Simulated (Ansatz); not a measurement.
We consider rock-salt MgS, described by G0W0@PBE (Ansatz, an electronic-structure program, plane waves, hard PAW, contour deformation).

The cell has the measured lattice parameters. Conventional cell: a = 5.2033 Å, b = 5.2033 Å, c = 5.2033 Å, α = 90.00°, β = 90.00°, γ = 90.00°.

One run with a 8×8×8 mesh, response cutoff 100 eV and 147 empty bands, not extrapolated in mesh or basis; no spin–orbit coupling.

Highest filled and lowest empty level by k point (fractions of the reciprocal vectors of the cell (0.000 2.602 2.602) (2.602 0.000 2.602) (2.602 2.602 0.000) Å; eV from the valence maximum of each method):

| k | PBE filled | PBE empty | QP filled | QP empty |
|---|---|---|---|---|
| 0 0 0 | 0.00 | 3.72 | 0.00 | 5.06 |
| 0 0 0.25 | -0.32 | 4.96 | (withheld) | (withheld) |
| 0 0.125 -0.5 | -0.79 | 5.16 | -0.87 | 6.47 |
| 0 0.125 -0.25 | -0.33 | 5.67 | -0.37 | 7.00 |
| 0 0.25 0.25 | -0.97 | 5.01 | -1.06 | 6.42 |
| 0 0.375 0.375 | -1.49 | 3.43 | (withheld) | (withheld) |
| 0.125 0.25 -0.5 | -0.99 | 5.62 | -1.07 | 7.03 |
| 0.125 -0.5 -0.375 | -2.05 | 3.80 | -2.19 | 5.16 |

### Question
Estimate the withheld levels to about 0.1 eV.

### Answer

- 0 0 0.25, QP filled: -0.36
- 0 0 0.25, QP empty: 6.27
- 0 0.375 0.375, QP filled: -1.63
- 0 0.375 0.375, QP empty: 4.76

Note: cell and atoms aren't relaxed at this level.
